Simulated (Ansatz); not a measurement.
**AlHF radical (SMILES [F][AlH]): a rigid scan of the bond length F1–Al2**

One table from this session's results is given with a row withheld; the runs are named, their logs left out.

Computed with Ansatz 0.2.0, Gaussian basis. Level: single points in def2-TZVPP.

Levels: PBE-D4, r2SCAN-D4, PBE0-D4, B3LYP-D4, wB97M-V, Hartree-Fock, MP2, CCSD, CCSD(T). The scan takes 1.457, 1.515, 1.599, 1.698, 1.807, 1.925, 2.050, 2.181, 2.318 Å.

Cores are frozen in the correlated methods. Orbitals are unrestricted. B3LYP uses VWN-RPA correlation.

18 further runs of the same task are left out: 18 set aside as unsound or not needed.

**The starting structure**

SMILES `[F][AlH]`, 3 atoms, charge 0, spin multiplicity 2.

Atoms are counted from 1 here; the program's logs count them from 0.

Bond lengths: F1–Al2 1.831 Å, Al2–H3 1.596 Å. Angles: F1–Al2–H3 119.2°.

As a file:

```xyz
3

F     0.98710    0.98400    0.63860
Al   -0.46090    0.26540   -0.22050
H    -0.53710   -1.31430   -0.43130
```

The first run:

pre/in.yaml reads:

```yaml
crystal:
  periodic: [false, false, false]
  atoms:
    - {symbol: F, position_ang: [0.987100, 0.984000, 0.638600]}
    - {symbol: Al, position_ang: [-0.460900, 0.265400, -0.220500]}
    - {symbol: H, position_ang: [-0.537100, -1.314300, -0.431300]}
basis:
  gaussian: {orbitals: def2-SVP}
magnetization: {spin_polarized: true, initial_magnetization: 1}
hamiltonian: {xc: pbe, dispersion: d4}
relax: {f_tol: 0.03, max_steps: 250}
```

No record of the launch command was kept for these runs.

Steps of the session up to this table: A first relaxation in a small basis; Relaxation at PBE0-D4; Reference energies at the minimum; F1–Al2 = 1.457 Å; F1–Al2 = 1.515 Å; F1–Al2 = 1.599 Å; F1–Al2 = 1.698 Å; F1–Al2 = 1.807 Å; F1–Al2 = 1.925 Å; F1–Al2 = 2.050 Å; F1–Al2 = 2.181 Å; F1–Al2 = 2.318 Å.

One table of the session follows, with a row left open; its other results are not shown here.

It belongs to the step «The curves». Energies less that of the minimum at the same level (meV):

| bond length (Å) | PBE-D4 | PBE0-D4 | B3LYP-D4 | wB97M-V | Hartree-Fock |
| --- | --- | --- | --- | --- | --- |
| 1.457 | 905 | 796 | 834 | 835 | 680 |
| 1.515 | 429 | 353 | 379 | 379 | 268 |
| 1.599 | 78 | 48 | 58 | 58 | 13 |
| 1.656 (minimum) | 0 | 0 | 0 | 0 | 0 |
| 1.698 | 2 | 23 | 16 | 16 | 49 |
| 1.807 | 165 | 239 | 214 | 218 | 333 |
| 1.925 | 499 | 624 | 581 | 592 | 788 |
| 2.050 | 932 | 1108 | 1046 | 1067 | 1340 |
| 2.181 | ? | ? | ? | ? | ? |
| 2.318 | 1901 | 2171 | 2069 | 2130 | 2532 |

Estimate the missing values for bond length (Å) = 2.181.

Worked estimate for «PBE-D4». A straight line through the neighbours (2.050, 932) and (2.318, 1901) gives 932 + (1901 − 932) × (2.181 − 2.050) / (2.318 − 2.050) = 1406; a parabola fitted to 3 rows on both sides gives 1399.

The run gave: PBE-D4: 1412; PBE0-D4: 1635; B3LYP-D4: 1554; wB97M-V: 1591; Hartree-Fock: 1933. In «PBE-D4» the line misses by -6 and the parabola by -13.

Caveats from the session: A polynomial through the near points puts the CCSD(T) minimum at the PBE0-D4 value.
